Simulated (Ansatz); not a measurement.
This geometry of C$_{2}$H$_{3}$NO (7 atoms, charge 0, multiplicity 1) is a first-order saddle point.

Level of theory: RKS PBE-D4/def2-SVP in Ansatz 0.2.0.

```xyz
7
Properties=species:S:1:pos:R:3
N -0.466 1.370 -0.517
C -0.253 0.487 0.385
C 0.338 -0.881 0.114
O -0.337 -1.841 -0.198
H -0.164 1.017 -1.447
H -0.527 0.721 1.440
H 1.471 -0.941 0.178
```

Question: Which two structures does it join? (They come from a converged band through this point; their orientation in space is the band's.)

Answer: No bond is made or broken. The dihedral N1–C2–C3–O4 goes from 0 to -180°.

Image 0:

```xyz
7
Properties=species:S:1:pos:R:3
N -1.002 1.096 -0.396
C -0.146 0.550 0.383
C 0.556 -0.749 0.044
O 0.337 -1.341 -0.997
H -1.083 0.482 -1.239
H 0.106 1.031 1.353
H 1.293 -1.137 0.806
```

Image 10:

```xyz
7
Properties=species:S:1:pos:R:3
N -0.996 1.099 -0.399
C -0.143 0.537 0.374
C 0.562 -0.752 0.056
O 1.370 -1.289 0.785
H -1.110 0.521 -1.260
H 0.117 1.003 1.349
H 0.262 -1.187 -0.952
```

Question: How far does it lie above each of them?

Answer: 7.1 kcal/mol above the first and 6.7 kcal/mol above the second. This is the barrier of this one path; another mechanism may lie lower.

Time of the run: 52 s on 1 thread of Intel(R) Xeon(R) 6975P-C (Granite Rapids) (shared host), peak memory 0.16 GiB.
